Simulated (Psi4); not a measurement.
**HF/3-21G run of OH− (hydroxide)**

What is the vertical ionisation energy of OH− (hydroxide) at HF/3-21G? 

The results are computed with Psi4 1.11.

1 further run of the same task is left out (set aside as unsound or not needed).

**1. The system as given**

The species is OH− (2 atoms), meant as a singlet with charge -1. SMILES: `[OH-]`. The shape is that of a PBE0-D4/def2-TZVPD optimisation.

Bond lengths: O1–H2 0.964 Å.

**2. Energy and gradient at HF/3-21G**

File ho.dat:

```
memory 1.6 GB

molecule system {
  -1 1
  O      0.77818922    -0.24906590     0.40156680
  H     -0.77818922     0.24906590    -0.40156680
  units au
  symmetry c1
}

set basis 3-21G
set puream true
set e_convergence 1e-09
set d_convergence 1e-08
set scf_type pk

E, wfn = gradient('scf', return_wfn=True)
oeprop(wfn, 'WIBERG_LOWDIN_INDICES', 'DIPOLE', 'QUADRUPOLE')
print_variables()
```

Command:

```bash
$ psi4 -n 1 ho.dat ho.out
```

ho.out:

```text
[...]
  Running in c1 symmetry.
[...]
  Nuclear repulsion =    4.393567041470714
[...]
  Multiplicity = 1
[...]
  Nalpha       = 5
  Nbeta        = 5
[...]
    Number of basis functions: 11
[...]
   @RHF iter   1:   -74.71727812300470   -4.37784e-01   5.68147e-02 ADIIS/DIIS
[...]
   @RHF iter   9:   -74.86588130892541   -4.26326e-14   1.74695e-09 DIIS
[...]
    Orbital Energies [Eh]
    ---------------------
    Doubly Occupied:
       1A    -19.884235     2A     -0.771201     3A     -0.108952
       4A      0.021101     5A      0.021101
[...]
  @RHF Final Energy:   -74.86588130892541
   => Energetics <=
    Nuclear Repulsion Energy =              4.3935670414707140
    One-Electron Energy =                -117.0745212842745815
    Two-Electron Energy =                  37.8150729338784473
    Total Energy =                        -74.8658813089254238
[...]
  -Total Gradient:
     Atom            X                  Y                   Z
    ------   -----------------  -----------------  -----------------
       1        0.000000000000     0.000000000000    -0.048233069043
       2       -0.000000000000    -0.000000000000     0.048233069043
[...]
 Multipole Moments:
 ------------------------------------------------------------------------------------
     Multipole            Electronic (a.u.)      Nuclear  (a.u.)        Total (a.u.)
 ------------------------------------------------------------------------------------
 L = 1.  Multiply by 2.5417464519 to convert [e a0] to [Debye]
 Dipole X            :         -0.0000000            0.0000000           -0.0000000
 Dipole Y            :         -0.0000000            0.0000000           -0.0000000
 Dipole Z            :          0.4574748           -0.8494811           -0.3920063
 Magnitude           :                                                    0.3920063
 L = 2.  Multiply by 1.3450342976 to convert [e a0^2] to [Debye ang]
 Quadrupole XX       :         -5.4142493            0.0000000           -5.4142493
 Quadrupole XY       :         -0.0000000            0.0000000           -0.0000000
[...]
```

It took 3.3 s on 1 thread of Intel Xeon Platinum 8175M at 2.50GHz (Skylake/Cascade Lake), shared host; peak memory 0.18 GiB.

**3. Doublet neutral OH, same level**

File ho.xyz:

```xyz
2
HO
O      0.411800    -0.131800     0.212500
H     -0.411800     0.131800    -0.212500
```

File ho_ase.py:

```python
import numpy as np
from ase.calculators.psi4 import Psi4
from ase.io import read

atoms = read('ho.xyz')
calc = Psi4(atoms=atoms, method='scf', basis='3-21G', memory='1600MB', num_threads=1, charge=0, multiplicity=2, label='ho', reference='uhf')
calc.psi4.set_options({'puream': True, 'e_convergence': 1e-09, 'd_convergence': 1e-08, 'scf_type': 'pk', 'maxiter': 200})
atoms.calc = calc

forces = atoms.get_forces()
print(f'energy: {atoms.get_potential_energy():.6f} eV')
print('forces / eV A^-1')
print(np.round(forces, 5))
```

Command:

```bash
$ python ho_ase.py
```

ho.dat:

```text
[...]
  Running in c1 symmetry.
[...]
  Nuclear repulsion =    4.393567039872163
[...]
  Multiplicity = 2
[...]
  Nalpha       = 5
  Nbeta        = 4
[...]
    Number of basis functions: 11
[...]
   @UHF iter   1:   -74.95048307772939   -6.70989e-01   1.56848e-02 ADIIS/DIIS
[...]
   @UHF iter  11:   -74.96979500718267   -8.52651e-14   2.14008e-09 DIIS
[...]
   @S^2 Observed:                7.529675008E-01
[...]
    Orbital Energies [Eh]
    ---------------------
    Alpha Occupied:
       1A    -20.499863     2A     -1.360553     3A     -0.643707
       4A     -0.617667     5A     -0.531588
    Alpha Virtual:
       6A      0.270818     7A      1.204784     8A      1.671607
       9A      1.741199    10A      1.871402    11A      2.830988
    Beta Occupied:
       1A    -20.463239     2A     -1.207008     3A     -0.595155
       4A     -0.481849
[...]
  @UHF Final Energy:   -74.96979500718267
   => Energetics <=
    Nuclear Repulsion Energy =              4.3935670398721633
    One-Electron Energy =                -112.3260962799327416
    Two-Electron Energy =                  32.9627342328778994
    Total Energy =                        -74.9697950071826824
  UHF NO Occupations:
  HONO-2 :    3  A 1.9999028
  HONO-1 :    4  A 1.9986771
[...]
 Multipole Moments:
 ------------------------------------------------------------------------------------
     Multipole            Electronic (a.u.)      Nuclear  (a.u.)        Total (a.u.)
 ------------------------------------------------------------------------------------
 L = 1.  Multiply by 2.5417464519 to convert [e a0] to [Debye]
 Dipole X            :          0.0579234           -0.7260996           -0.6681762
 Dipole Y            :         -0.0185389            0.2323942            0.2138553
 Dipole Z            :          0.0298900           -0.3746872           -0.3447971
 Magnitude           :                                                    0.7817152
[...]
  -Total Gradient:
     Atom            X                  Y                   Z
    ------   -----------------  -----------------  -----------------
       1       -0.018097864562     0.005792371416    -0.009338990334
       2        0.018097864562    -0.005792371416     0.009338990334
[...]
```

Standard output:

```text
Memory set to   1.490 GiB by Python driver.
  Threads set to 1 by Python driver.

  Memory set to   1.490 GiB by Python driver.
  Threads set to 1 by Python driver.
energy: -2040.032032 eV
forces / eV A^-1
[[ 0.93063 -0.29786  0.48023]
 [-0.93063  0.29786 -0.48023]]
```

Wall time 3.3 s (1 thread of Intel Xeon Platinum 8175M at 2.50GHz (Skylake/Cascade Lake), shared host); peak memory 0.19 GiB.

**4. Summary of results**

At HF/3-21G:

| quantity | value |
| --- | --- |
| singlet OH−: total energy | -74.86588 Eh |
| singlet OH−: HOMO energy | 0.57 eV |
| singlet OH−: LUMO energy | 18.13 eV |
| singlet OH−: HOMO–LUMO gap (to an unbound level, set by the basis) | 17.56 eV |
| singlet OH−: largest force on an atom | 2.480 eV/Å |
| doublet neutral OH: total energy | -74.96980 Eh |
| doublet neutral OH: dipole moment | 1.99 D |
| doublet neutral OH: HOMO energy (highest over α and β) | -13.11 eV |
| doublet neutral OH: LUMO energy (lowest over α and β) | 4.79 eV |
| doublet neutral OH: ⟨S²⟩ | 0.753 |
| doublet neutral OH: largest force on an atom | 1.089 eV/Å |
| vertical detachment energy (to the doublet neutral) | -2.828 eV |

The species is unbound against losing an electron at this level, by 2.83 eV (−273 kJ/mol); missing correlation or diffuse functions can give that sign where the real anion is bound. The largest force (singlet OH−) is 2.48 eV/Å: the shape isn't a stationary point for this species at this level. The HOMO (singlet OH−) lies at positive energy, 0.57 eV: the electron is unbound at this level or held by a compact basis; values depend on the basis.
